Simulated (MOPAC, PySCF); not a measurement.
System: HO₂, charge 0, multiplicity 2. SMILES: [O]O
Coordinates optimised at B3LYP-D3(BJ)/def2-TZVP (Ansatz):
```
O
H 1 0.9780
O 1 1.3260 2 105.56
```
Charge 0, spin multiplicity 2.

Unscaled harmonic wavenumbers (cm⁻¹) in rising order, each level at the stationary point that it reaches from this structure (no distance between atoms moves by over 0.3 Å); the order of modes can differ between levels, and a negative number is imaginary. B3LYP-D3(BJ)/def2-TZVP (PySCF, at the structure above): 1163, 1430, 3570.

AM1 (MOPAC): 1630, 1760, 3186. Zero-point energy 9.4 against 8.8 kcal/mol; where all levels lie over 400 cm⁻¹, the wavenumbers are on average 1.175 times those of B3LYP-D3(BJ)/def2-TZVP.

PM3 (MOPAC): 1326, 1685, 3885. Zero-point energy 9.9 against 8.8 kcal/mol; where all levels lie over 400 cm⁻¹, the wavenumbers are on average 1.135 times those of B3LYP-D3(BJ)/def2-TZVP.
